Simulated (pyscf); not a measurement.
Single points on ωB97X-D3(BJ)/def2-SVP structures (PySCF, gas phase).

Question: H₂N–Ta(=O)(Cl)–Cl + hydrogen chloride (HCl) → O=Ta(Cl)(Cl)–Cl + ammonia (NH₃)
Surface: singlet. Broken: N–Ta, Cl–H. Formed: Cl–Ta, H–N. Give ΔE‡ and ΔE from ωB97M-D3(BJ)/def2-TZVP, relative to the separated reactants.

Answer: ΔE‡ = 0.25 eV, ΔE = -0.47 eV. Zero-point energy shifts the barrier by +0.03 eV. It is a four-centre exchange, with an imaginary mode of 189i cm⁻¹. On the product side the descent ends in an adduct with a N–Ta contact (not fully relaxed), 1.27 eV under the separated species and 1.94 eV under the saddle at ωB97X-D3(BJ)/def2-TZVP. What is counted as broken (N–Ta) persists as a longer contact in the product adduct; parting that adduct is a step of its own. At ωB97X-D3(BJ)/def2-TZVP the barrier from the zero used here is 0.09 eV. This is the saddle that the search found; another between the same sides may lie lower. Elements past Kr carry the def2 core potentials, without spin-orbit coupling.
